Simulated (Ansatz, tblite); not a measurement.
# BH2(NH2) (BNH4): rung by rung

How do method and basis change the picture of BH2(NH2) (BNH4) (singlet)?

Method: as each input shows; program: Ansatz 0.2.0, Gaussian basis.

The runs, in order: GFN1-xTB, GFN2-xTB, PBE-D4/def2-TZVP, r2SCAN-D4/def2-TZVP, HF/def2-TZVP, LDA/def2-TZVP, CAM-B3LYP-D4/def2-TZVP, B3LYP-D4/def2-TZVP, r2SCAN0-D4/def2-TZVP, revPBE-D4/def2-TZVP, PBE-QIDH/def2-TZVP, PBE-D4/def2-SVP, PBE0-D4/def2-SVP, HF/6-31G, B3LYP-D4/6-31G, CCSD(T)/def2-TZVPP, MP2/def2-TZVP, RPA/def2-TZVP.

### Step 1. The geometry

The singlet was relaxed beforehand with PBE-D4/def2-TZVP.

6 atoms, charge 0, spin multiplicity 1.

Bond lengths: B1–H2 1.203 Å, B1–H3 1.203 Å, B1–N4 1.393 Å, N4–H5 1.015 Å, N4–H6 1.015 Å. Angles: H2–B1–H3 122.3°, H2–B1–N4 118.9°, H3–B1–N4 118.9°, B1–N4–H5 123.4°, B1–N4–H6 123.4°, H5–N4–H6 113.3°.

PBE0-D4/def2-TZVP was run before; its log isn't repeated, and its numbers join the tables.

### Step 2. GFN1-xTB

Tight binding, by tblite at 300 K electronic temperature and without a spin-polarisation term:

```python
tblite.interface.Calculator('GFN1-xTB', numbers, positions, charge=0, uhf=0).singlepoint()
```

Energy -184.0697 eV, HOMO -11.85 eV, LUMO -5.71 eV; 0.003 s.

### Step 3. GFN2-xTB

Tight binding, by tblite at 300 K electronic temperature and without a spin-polarisation term:

```python
tblite.interface.Calculator('GFN2-xTB', numbers, positions, charge=0, uhf=0).singlepoint()
```

Energy -169.0631 eV, HOMO -10.90 eV, LUMO -4.93 eV; 0.001 s.

### Step 4. PBE-D4/def2-TZVP

start.molden holds the orbitals of an earlier run on this state, given as this run's starting guess.

The input, in.yaml:

```yaml
crystal:
  periodic: [false, false, false]
  atoms:
    - {symbol: B, position_ang: [0.343935, 0.596956, 0.003713]}
    - {symbol: H, position_ang: [1.357875, 0.678712, 0.645582]}
    - {symbol: H, position_ang: [-0.090304, 1.521120, -0.631980]}
    - {symbol: N, position_ang: [-0.351443, -0.609876, -0.003772]}
    - {symbol: H, position_ang: [-1.212680, -0.754598, -0.520827]}
    - {symbol: H, position_ang: [-0.047394, -1.432305, 0.507293]}
basis:
  gaussian: {orbitals: def2-TZVP, initial_orbitals: start.molden}
hamiltonian: {xc: pbe, dispersion: d4}
scf: {omitted_lower_state_checks: [starts]}
output: {orbitals: {seedname: orbitals}}
```

Command:

```
$ ansatz run in.yaml --threads 4 --pin off --events-out ev --progress --plain --max-ram 3916MiB
```

After this run come: r2SCAN-D4/def2-TZVP; HF/def2-TZVP; LDA/def2-TZVP; CAM-B3LYP-D4/def2-TZVP; B3LYP-D4/def2-TZVP; r2SCAN0-D4/def2-TZVP; revPBE-D4/def2-TZVP; PBE-QIDH/def2-TZVP; PBE-D4/def2-SVP; PBE0-D4/def2-SVP; HF/6-31G; B3LYP-D4/6-31G; CCSD(T)/def2-TZVPP; MP2/def2-TZVP; RPA/def2-TZVP.

Before running them: what should the planned runs give, taken together? Wanted: gap in def2-TZVP, named functionals and Hartree-Fock, smallest and largest; correlation energy, CCSD(T)/def2-TZVPP; correlation energy, MP2/def2-TZVP; binding an atom, CCSD(T)/def2-TZVPP; PBE0 total energy, smallest basis above largest.

As calculated:

```
                                                                  quantity                          value
gap in def2-TZVP, named functionals and Hartree-Fock, smallest and largest   6.48 eV (LDA), 15.21 eV (HF)
                                    correlation energy, CCSD(T)/def2-TZVPP                       -9.86 eV
                                         correlation energy, MP2/def2-TZVP                       -8.61 eV
                                       binding an atom, CCSD(T)/def2-TZVPP                       3.530 eV
                           PBE0 total energy, smallest basis above largest  2.53 eV (def2-SVP, def2-TZVP)
```

What this shows: Orbital gaps of the named functionals and Hartree-Fock in def2-TZVP span 6.48 eV (LDA) to 15.21 eV (HF); exact exchange widens it. A small miss in a minimal or small basis is a cancelling of errors, not accuracy. The functionals in def2-TZVP miss CCSD(T)/def2-TZVPP by +0.044 (r2SCAN0-D4) to +0.546 eV (LDA) an atom. The reference is CCSD(T) in one finite basis, so it carries an error of its own, often a tenth of an eV or more, and near misses can't be ranked.
